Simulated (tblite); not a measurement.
Species: C₂HF₃N (doublet state).
Numbering: `[N:1]=[CH:2][C:3]([F:4])([F:5])[F:6]` (hydrogens: H7 on C2)
Bond orders are those of one Lewis drawing.

Computed with GFN2-xTB (tblite), gas phase: L-BFGS steps from a force-field or distance-geometry start until the largest atomic force falls under 0.01 eV/Å.

Step 4: E = -593.0565 eV
```
atom  x, y, z in Å  |  force x, y, z in eV/Å
N1      1.6005    0.9626   -0.4287    0.064   0.050  -0.026
C2      0.9480    0.0301   -0.0155   -0.338  -0.016   0.022
C3     -0.6123   -0.0100   -0.0013    0.043   0.049  -0.006
F4     -1.0922   -0.1536    1.2371    0.191   0.011   0.060
F5     -1.0850   -1.0363   -0.7130    0.175  -0.027  -0.058
F6     -1.1277    1.1019   -0.5034   -0.052   0.042  -0.036
H7      1.3721   -0.8899    0.3978   -0.082  -0.109   0.045
```

Step 5: E = -593.0609 eV
```
atom  x, y, z in Å  |  force x, y, z in eV/Å
N1      1.5980    0.9573   -0.4266    0.141   0.174  -0.078
C2      0.9384    0.0300   -0.0146   -0.156  -0.064   0.032
C3     -0.6092   -0.0076   -0.0019   -0.096   0.038  -0.015
F4     -1.0840   -0.1533    1.2378    0.129   0.014   0.071
F5     -1.0774   -1.0359   -0.7141    0.124  -0.035  -0.058
F6     -1.1298    1.1029   -0.5045   -0.048   0.014  -0.014
H7      1.3673   -0.8885    0.3969   -0.092  -0.140   0.062
```

Step 6: E = -593.0633 eV
```
atom  x, y, z in Å  |  force x, y, z in eV/Å
N1      1.5976    0.9552   -0.4259    0.096   0.120  -0.052
C2      0.9316    0.0305   -0.0143    0.062  -0.030   0.009
C3     -0.6090   -0.0055   -0.0026   -0.112   0.021  -0.014
F4     -1.0767   -0.1529    1.2395    0.068   0.012   0.058
F5     -1.0706   -1.0363   -0.7157    0.071  -0.030  -0.044
F6     -1.1320    1.1037   -0.5055   -0.066   0.000   0.000
H7      1.3625   -0.8898    0.3974   -0.120  -0.093   0.043
```

Step 7: E = -593.0650 eV
```
atom  x, y, z in Å  |  force x, y, z in eV/Å
N1      1.5984    0.9550   -0.4258    0.037   0.035  -0.013
C2      0.9289    0.0313   -0.0143    0.176   0.017  -0.016
C3     -0.6106   -0.0038   -0.0033   -0.044   0.006  -0.009
F4     -1.0707   -0.1524    1.2417    0.021   0.009   0.025
F5     -1.0649   -1.0371   -0.7176    0.026  -0.013  -0.019
F6     -1.1349    1.1043   -0.5062   -0.082  -0.016   0.012
H7      1.3570   -0.8924    0.3985   -0.133  -0.038   0.020
```

Problem. Estimate the geometry and energy of step 8. (The exact step hangs on the optimiser's Hessian estimate; all steps are aligned on step 7, rigid shifts and turns removed.)

Solution. E = -593.0667 eV, largest force 0.199 eV/Å
```
atom  x, y, z in Å  |  force x, y, z in eV/Å
N1      1.6002    0.9557   -0.4262   -0.003  -0.038   0.021
C2      0.9292    0.0324   -0.0146    0.188   0.055  -0.034
C3     -0.6126   -0.0020   -0.0041    0.057  -0.003  -0.003
F4     -1.0640   -0.1516    1.2445   -0.019   0.003  -0.027
F5     -1.0584   -1.0383   -0.7200   -0.014   0.014   0.018
F6     -1.1397    1.1047   -0.5067   -0.086  -0.041   0.027
H7      1.3486   -0.8960    0.4001   -0.123   0.011  -0.002
```

The energy changes by -0.0017 eV. The first-order estimate −F·Δx gives -0.0024 eV and the mean of the old and new forces, exact on a quadratic surface, -0.0017 eV. The step makes an angle of 51° with the force vector and moves no atom by more than 0.009 Å.

What follows is the cost of the whole relaxation. On one thread of an Arm Neoverse V1, shared host with 32 logical CPUs at a one-minute load of 16, this took under 0.1 s.
